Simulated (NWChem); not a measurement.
The numbers come from NWChem runs, not from measurements. System: Na2, charge 0, spin multiplicity 1, at a geometry optimised with PBE0/def2-SVP. The structure started from a generated list of species. Level: MP2/def2-TZVP, 2 core orbitals frozen.

Input file:

```
start mol
memory heap 200 mb stack 900 mb global 1100 mb
geometry units angstroms nocenter noautoz
  Na     0.000000     0.000000     1.562474
  Na     0.000000     0.000000    -1.562474
  symmetry group D2h
end
basis spherical
  * library def2-tzvp
end
scf
  rhf
  nopen 0
  maxiter 100
  thresh 1e-7
  semidirect memsize 60000000 filesize 0
end
mp2
  freeze core 2
end
task mp2 energy
```

Output (cleaned and shortened):

```
             Northwest Computational Chemistry Package (NWChem) 7.3.0
             --------------------------------------------------------

                                NWChem Input Module
                                -------------------

 Scaling coordinates for geometry "geometry" by  1.889725989
 (inverse scale =  0.529177249)

 Turning off AUTOSYM since
 SYMMETRY directive was detected!

                             Geometry "geometry" -> ""
                             -------------------------

 Output coordinates in angstroms (scale by  1.889725989 to convert to a.u.)

  No.       Tag          Charge          X              Y              Z
 ---- ---------------- ---------- -------------- -------------- --------------
    1 Na                  11.0000     0.00000000     0.00000000     1.56247400
    2 Na                  11.0000     0.00000000     0.00000000    -1.56247400

 Effective nuclear repulsion energy (a.u.)      20.4900840363

            Nuclear Dipole moment (a.u.)
            ----------------------------
        X                 Y               Z
 ---------------- ---------------- ----------------
     0.0000000000     0.0000000000     0.0000000000

      Symmetry information
      --------------------

 Group name             D2h
 Group number             26
 Group order               8
 No. of unique centers     1

      Symmetry unique atoms

     1


 Summary of "ao basis" -> "" (spherical)
 ------------------------------------------------------------------------------
       Tag                 Description            Shells   Functions and Types
 ---------------- ------------------------------  ------  ---------------------
 *                         def2-tzvp                  on all atoms

 Summary of "ao basis" -> "ao basis" (spherical)
 ------------------------------------------------------------------------------
       Tag                 Description            Shells   Functions and Types
 ---------------- ------------------------------  ------  ---------------------
 Na                        def2-tzvp                12       32   5s4p3d

                                 NWChem SCF Module
                                 -----------------

  ao basis        = "ao basis"
  functions       =    64
  atoms           =     2
  closed shells   =    11
  open shells     =     0
  charge          =   0.00
  wavefunction    = RHF
  use symmetry    = T
  symmetry adapt  = T

 Summary of "ao basis" -> "ao basis" (spherical)
 ------------------------------------------------------------------------------
       Tag                 Description            Shells   Functions and Types
 ---------------- ------------------------------  ------  ---------------------
 Na                        def2-tzvp                12       32   5s4p3d

      Symmetry analysis of basis
      --------------------------

        ag         15
        au          3
        b1g         3
        b1u        15
        b2g         7
        b2u         7
        b3g         7
        b3u         7

 Forming initial guess at       0.0s

      Superposition of Atomic Density Guess
      -------------------------------------

 Sum of atomic energies:        -323.70362738

      Non-variational initial energy
      ------------------------------

 Total energy =    -323.655613
 1-e energy   =    -496.621759
 2-e energy   =     152.476062
 HOMO         =      -0.142820
 LUMO         =      -0.022323

      Symmetry analysis of molecular orbitals - initial
[...]
 Vector   11  Occ=2.000000D+00  E=-1.654355D-01  Symmetry=ag
              MO Center=  8.1D-33, -3.5D-21, -1.9D-16, r^2= 6.8D+00
   Bfn.  Coefficient  Atom+Function         Bfn.  Coefficient  Atom+Function
  ----- ------------  ---------------      ----- ------------  ---------------
     4      0.399095  1 Na s                 36      0.399095  2 Na s
     5      0.185014  1 Na s                 37      0.185014  2 Na s
     3     -0.169955  1 Na s                 35     -0.169955  2 Na s

 Vector   12  Occ=0.000000D+00  E= 4.683546D-03  Symmetry=b1u
              MO Center=  6.9D-16, -1.2D-15, -1.5D-14, r^2= 1.8D+01
   Bfn.  Coefficient  Atom+Function         Bfn.  Coefficient  Atom+Function
  ----- ------------  ---------------      ----- ------------  ---------------
     5      1.190830  1 Na s                 37     -1.190830  2 Na s

 Vector   13  Occ=0.000000D+00  E= 3.750434D-02  Symmetry=b2u
              MO Center=  2.3D-32,  2.4D-23,  3.0D-17, r^2= 1.3D+01
   Bfn.  Coefficient  Atom+Function         Bfn.  Coefficient  Atom+Function
  ----- ------------  ---------------      ----- ------------  ---------------
    13      0.568988  1 Na py                45      0.568988  2 Na py

 Vector   14  Occ=0.000000D+00  E= 3.750434D-02  Symmetry=b3u
              MO Center= -8.9D-23, -2.4D-32, -1.4D-16, r^2= 1.3D+01
   Bfn.  Coefficient  Atom+Function         Bfn.  Coefficient  Atom+Function
  ----- ------------  ---------------      ----- ------------  ---------------
    12      0.568988  1 Na px                44      0.568988  2 Na px

 center of mass
 --------------
 x =   0.00000000 y =   0.00000000 z =   0.00000000

 moments of inertia (a.u.)
 ------------------
         400.856065027051           0.000000000000           0.000000000000
           0.000000000000         400.856065027051           0.000000000000
           0.000000000000           0.000000000000           0.000000000000

  Mulliken analysis of the total density
  --------------------------------------

    Atom       Charge   Shell Charges
 -----------   ------   -------------------------------------------------------
    1 Na  11    11.00   2.00  0.67  1.32  0.63  0.31  5.07  0.92  0.03  0.04  0.00  0.00  0.00
    2 Na  11    11.00   2.00  0.67  1.32  0.63  0.31  5.07  0.92  0.03  0.04  0.00  0.00  0.00

       Multipole analysis of the density wrt the origin
       ------------------------------------------------

     L   x y z        total         open         nuclear
     -   - - -        -----         ----         -------
     0   0 0 0     -0.000000      0.000000     22.000000

     1   1 0 0     -0.000000      0.000000      0.000000
     1   0 1 0      0.000000      0.000000      0.000000
     1   0 0 1      0.000000      0.000000      0.000000

     2   2 0 0    -18.685090      0.000000      0.000000
     2   1 1 0     -0.000000      0.000000      0.000000
     2   1 0 1      0.000000      0.000000      0.000000
     2   0 2 0    -18.685090      0.000000      0.000000
     2   0 1 1     -0.000000      0.000000      0.000000
     2   0 0 2     -6.853043      0.000000    191.798829

                   NWChem MP2 Semi-direct Energy/Gradient Module
                   ---------------------------------------------

  Basis functions       =     64
  Molecular orbitals    =     64
  Frozen core           =      2
  Frozen virtuals       =      0
  Active alpha occupied =      9
  Active beta occupied  =      9
  Active alpha virtual  =     53
  Active beta virtual   =     53
  Use MO symmetry       = T
  Use skeleton AO sym   = T

  AO/Fock/Back tols     =   1.0D-09  1.0D-09  1.0D-09

 GA uses MA = F    GA memory limited = T

 Available:
  local mem=  1.26D+08
 global mem=  1.44D+08
 local disk=  0.00D+00
  mp2_memr nvloc                    53
  nvloc new                    53
   1 passes of   9:        3145728                      20519                   3232839.
   1 passes of   9: M    126154031           G      144171008           F     123008303.

 Semi-direct pass number   1 of   1  for RHF alpha+beta  at        0.4s
  vrange nnbf                  1989
  mp2_eaftype                    12  avail_ma_in_mb                  1099
 EAF : mp2_eaftype filesize          12    1616420.
  mp2_eaf for mointskh                     12
Node 0 wrote      7.6 Mb in      0.0 s     Agg I/O rate:  1006.6 Mb/s
 Done moints_semi at        1.1s
  mp2_eaftype                    12  avail_ma_in_mb                  1087
 EAF : mp2_eaftype filesize          12    1616420.
  mp2_eaf for kh                    12
 Done maket at        1.2s
 Done multipass loop at        1.2s

          -------------------------------------------
          SCF energy                -323.703041549253
          Correlation energy          -0.347214886075
          Singlet pairs               -0.207555286679
          Triplet pairs               -0.139659599396
          Total MP2 energy          -324.050256435328
          -------------------------------------------

          ---------------------------------------------------
                    Spin Component Scaled (SCS) MP2
          Same spin pairs                     -0.093106399598
          Same spin scaling factor             0.333333333333
          Opposite spin pairs                 -0.254108486478
          Opposite spin scaling fact.          1.200000000000
          SCS-MP2 correlation energy          -0.335965650306
          Total SCS-MP2 energy              -324.039007199559
          ---------------------------------------------------

 -----------------------
 Performance information
 -----------------------

 Timer overhead =  1.37D-07 seconds/call

               Nr. of calls         CPU time (s)                 Wall time (s)                GFlops
             ---------------    -------------------     ------------------------------   -------------------
Name         Min   Avg   Max    Min     Avg     Max     Min     Avg     Max   Mx/calls   Min     Max     Sum
mp2: moin     1     1     1   0.69    0.69    0.69     0.69    0.69    0.69    0.69      0.0     0.0     0.0
mp2: make     1     1     1   7.25E-2 7.25E-2 7.25E-2  7.25E-2 7.25E-2 7.25E-2 7.25E-2   0.0     0.0     0.0
mp2: tota     1     1     1   0.79    0.79    0.79     0.79    0.79    0.79    0.79      0.0     0.0     0.0

 The average no. of pstat calls per process was 3.00D+00
 with a timing overhead of 4.10D-07s

 Task  times  cpu:        1.1s     wall:        1.1s

 Total times  cpu:        1.2s     wall:        1.2s
```
